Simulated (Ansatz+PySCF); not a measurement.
Results of a calculation; reference values are marked as such.
Several solutions for doublet CH

```xyz
2

C     0.0000    0.0000   -0.3310
H     0.0000    0.0000    1.9860
```

Basis set: 6-31G (spherical functions). Charge 0, multiplicity 2.

PBE0 (unrestricted) was run from several starts with Ansatz (development build ahead of 0.2.0) and PySCF 2.14.0.

| run | program | start | converged | energy (hartree) | <S²> |
| --- | --- | --- | --- | --- | --- |
| A | Ansatz | stability test followed | yes | -38.30231 | 1.48 |
| B | Ansatz | search for the lowest state | yes | -38.30231 | 1.48 |
| C | PySCF | program defaults | yes | -38.27789 | 0.77 |
| D | Ansatz | atomic start, no search | yes | -38.30231 | 1.48 |

Problem. Which runs reached the lowest solution of this kind, and what is wrong with the others?

Solution. A, B, D reached the lowest solution found. Converged but too high: C by 0.66 eV. Convergence only shows a stationary point, and even a stable one can lie too high; stability tests and further starts are what find lower ones. Caution: charge can spread falsely over distant fragments. Caution: the unrestricted determinant is spin contaminated.
